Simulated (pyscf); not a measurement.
Cl–Ta(Cl)(Cl)(Cl)–Cl + HF → HCl + F–Ta(Cl)(Cl)(Cl)–Cl (four-centre exchange; singlet surface; Cl–Ta, F–H broken, Cl–H, F–Ta formed). Optimised with ωB97X-D3(BJ)/def2-SVP in PySCF. Energies in kcal/mol from the separated reactants.

```tsv
level	barrier	reaction energy
PBE/def2-TZVP	-0.9	-8.1
B3LYP-D3(BJ)/def2-TZVP	0.7	-7.1
PBE0-D3(BJ)/def2-TZVP	[?]	-5.5
M06-2X/def2-TZVP	0.7	-6.3
ωB97M-D3(BJ)/def2-TZVP	[?]	[?]
HF/def2-TZVP	14.8	-10.4
```

What belongs in the gaps?


- PBE0-D3(BJ)/def2-TZVP, barrier: 0.1
- ωB97M-D3(BJ)/def2-TZVP, barrier: 0.5
- ωB97M-D3(BJ)/def2-TZVP, reaction energy: -8.8

On the reactant side the descent ends in an adduct with a F–Ta contact, 8.6 kcal/mol under the separated species and 8.6 kcal/mol under the saddle at ωB97X-D3(BJ)/def2-TZVP. On the product side the descent ends in an adduct with a Cl–Ta contact, 7.8 kcal/mol under the separated species and 12.4 kcal/mol under the saddle at ωB97X-D3(BJ)/def2-TZVP. At PBE the saddle lies under the separated reactants, which points to a path from their complex (located at ωB97X-D3(BJ) alone). What is counted as formed (F–Ta) is already present as a longer contact in the reactant adduct; forming that adduct is a step of its own. What is counted as broken (Cl–Ta) persists as a longer contact in the product adduct; parting that adduct is a step of its own. This is the saddle that the search found; another between the same sides may lie lower. Elements past Kr carry the def2 core potentials, without spin-orbit coupling.
